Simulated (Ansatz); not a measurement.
# Worked example: correlation energy of SiO, singlet

Geometry: MP2(full)/6-31G*, from the G2/97 set.

```xyz
2

Si    0.0000    0.0000    0.0000
O     0.0000    0.0000    1.5423
```

Basis STO-3G; Ansatz 0.2.0. Correlated methods freeze the noble-gas cores, which leaves 10 electrons in 8 orbitals. Prefix R: restricted or restricted open-shell reference.

Full CI is exact within this basis and frozen core; it isn't the basis-set limit.

Runs differ by some tens of microhartree through their thresholds, so steps under 0.03 kcal/mol mean nothing.

| level | total energy (hartree) |
| --- | --- |
| RHF | -359.393867 |
| RMP2 | -359.543072 |
| RCCSD | -359.528708 |
| RCCSD(T) | -359.547336 |
| RCCSDT | -359.548270 |
| RCCSDT(Q) | -359.546326 |
| RCCSDTQ | -359.546976 |
| full CI | -359.546815 |

Q: What is the correlation energy at full CI, and what share of it do RMP2 and RCCSDT(Q) recover?

A: E(corr) = -359.546815 − (-359.393867) = -0.152948 hartree = -4.162 eV. RMP2: -0.149205 / -0.152948 = 97.55 %. RCCSDT(Q): -0.152459 / -0.152948 = 99.68 %.

Q: By how many kcal/mol does RCCSD(T) miss full CI (1 hartree = 627.509 kcal/mol), and which steps make up the rest?

A: -359.547336 − (-359.546815) = -0.000521 hartree = -0.33 kcal/mol. Steps: RCCSDT − RCCSD(T) = -0.59, RCCSDT(Q) − RCCSDT = 1.22, RCCSDTQ − RCCSDT(Q) = -0.41, full CI − RCCSDTQ = 0.10 kcal/mol. That is within 1 kcal/mol of the reference in this basis, which itself misses far more of the correlation at the basis-set limit.
